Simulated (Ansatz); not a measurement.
CH₂O, charge +1, sextet, at a GFN2-xTB geometry of the parent state (a state made from the parent by changing its charge; the spin is typed, not shown lowest); PBE0/6-31G** run with Ansatz (a program for electronic structure).

Ansatz was given this input:
Ansatz 0.2 input:
```yaml
crystal:
  periodic: [false, false, false]
  atoms:
    - {symbol: C, position_ang: [-0.47957091, 0.09336034, 0.00453925]}
    - {symbol: O, position_ang: [0.64878672, -0.12630238, -0.00614092]}
    - {symbol: H, position_ang: [-1.32966710, -0.66276857, -0.02939452]}
    - {symbol: H, position_ang: [-0.98320118, 1.11302559, 0.05128636]}
basis:
  gaussian:
    orbitals: 6-31G__.json
hamiltonian:
  xc: pbe0
total_charge: 1
magnetization: {spin_polarized: false, initial_magnetization: 5}
```
The basis file holds 6-31G** in the JSON format of the Basis Set Exchange.

It wrote (shortened):

```
Functional definition: PBE0
376 factors; integrals over basis functions are off by at most 9.8e-4 eV
mean field evaluation 1: about -3076.9054 eV, gradient 2.5e1 eV
mean field evaluation 2: about -3076.9079 eV, gradient 2.5e1 eV
mean field evaluation 4: about -3077.3650 eV, gradient 2.2e1 eV
mean field evaluation 8: about -3078.8135 eV, gradient 8.8e-2 eV
mean field evaluation 16: about -3078.8131 eV, gradient 6.8e-5 eV
mean field evaluation 32: about -3078.8108 eV, gradient 2.8e-1 eV
a density is far from that of the atoms, so the factors are made again for it
398 factors; integrals over basis functions are off by at most 9.6e-4 eV
mean field -3078.98036031 eV, -113.1504412335 hartree, gradient 1.9e-5 eV, S^2 8.750000; 0 other end points of the search recorded, 0 dependent functions left out
reference -3078.98037427 eV, -113.1504417466 hartree; 10, 5 occupied and 30, 35 virtual orbitals, 398 factors
Total energy: -3078.98037427 eV, -113.1504417466 hartree
```
